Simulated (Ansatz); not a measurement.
An input meant for AlH₂F (charge 0, singlet; with a point charge).

```yaml
crystal:
  periodic: [false, false, false]
  atoms:
    - {symbol: Al, position_ang: [0.028647, 0.047598, 0.001532]}
    - {symbol: H, position_ang: [1.600175, -0.065877, 0.014778]}
    - {symbol: H, position_ang: [-0.806362, 1.383648, -0.020491]}
    - {symbol: F, position_ang: [-0.822459, -1.365369, 0.004180]}
basis:
  gaussian: {orbitals: cc-pVTZ-DK, point_charges: [{charge: 0.50, position_ang: [4.547, 0.351, -0.616]}]}
hamiltonian: {xc: {name: HF}}
correlation: {active_space: {window: {electrons: 6, orbitals: 2}}}
scf: {omitted_lower_state_checks: [starts]}
```

```sh
$ ansatz run in.yaml --threads 4 --pin off --events-out ev --progress --plain --max-ram 3916MiB
```

Output, abridged:

```
Functional definition: HF
552 factors; integrals over basis functions are off by at most 1.4e-3 eV
mean field evaluation 1: about -9335.9248 eV, gradient 3.0e1 eV
mean field evaluation 2: about -9335.9343 eV, gradient 3.0e1 eV
mean field evaluation 4: about -9337.6644 eV, gradient 1.5e0 eV
mean field evaluation 8: about -9337.6779 eV, gradient 7.3e-4 eV
mean field -9337.67790190 eV, -343.1533335895 hartree, gradient 8.2e-6 eV, S^2 0.000000; 0 other end points of the search recorded, 0 dependent functions left out
reference -9337.67790190 eV, -343.1533335895 hartree; 12, 12 occupied and 80, 80 virtual orbitals, 552 factors
Error: 6 electrons in 2 orbitals form no window around the highest filled level of the reference
```

In this input the active space doesn't fit the electrons. The run stopped with an error.
